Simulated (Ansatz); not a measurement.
```yaml
crystal:
  periodic: [false, false, false]
  atoms:
    - {symbol: C, position_ang: [-0.093534, 0.500195, -1.083874]}
    - {symbol: C, position_ang: [-0.154899, -0.877159, -0.800190]}
    - {symbol: C, position_ang: [-0.002210, -1.042315, 0.589327]}
    - {symbol: C, position_ang: [0.153542, 0.232978, 1.164403]}
    - {symbol: C, position_ang: [0.097090, 1.186305, 0.130319]}
    - {symbol: H, position_ang: [-0.178352, 0.953677, -2.066675]}
    - {symbol: H, position_ang: [-0.295329, -1.672479, -1.525780]}
    - {symbol: H, position_ang: [-0.004231, -1.987377, 1.123729]}
    - {symbol: H, position_ang: [0.292798, 0.444238, 2.220203]}
    - {symbol: H, position_ang: [0.185123, 2.261948, 0.248536]}
basis:
  gaussian: {orbitals: "6-31G*", final_grid: {core_spheres: 1, valence_spheres: 1, degree: 5}}
total_charge: -1
magnetization: {spin_polarized: true, initial_magnetization: 2}
hamiltonian: {xc: {name: r2SCAN}}
```

```sh
$ ansatz run in.yaml --threads 2 --pin off --events-out ev --progress --plain --max-ram 32768MiB --backend cpu
```

Shortened log:

```
Functional definition: r2SCAN
1035 factors; their error is unknown
mean field evaluation 1: about -5253.1810 eV, gradient 2.7e1 eV
mean field evaluation 2: about -5241.3111 eV, gradient 5.1e1 eV
mean field evaluation 4: about -5255.8316 eV, gradient 1.3e1 eV
mean field evaluation 8: about -5256.8916 eV, gradient 3.0e0 eV
mean field evaluation 16: about -5216.6459 eV, gradient 5.9e1 eV
mean field evaluation 32: about -5227.5183 eV, gradient 5.7e0 eV
mean field evaluation 64: about -5228.6404 eV, gradient 1.3e1 eV
mean field -5230.19403092 eV, -192.2060854834 hartree, gradient 2.5e-6 eV, S^2 2.109566; 7 other end points of the search recorded, 0 dependent functions left out
reference -5230.19403301 eV, -192.2060855601 hartree; 19, 17 occupied and 66, 68 virtual orbitals, 1035 factors
Total energy: -5230.19403301 eV, -192.2060855601 hartree
```

In this input the integration grid is far too coarse. Self-consistency was reached. The result belongs to that input, not to the molecule as meant.
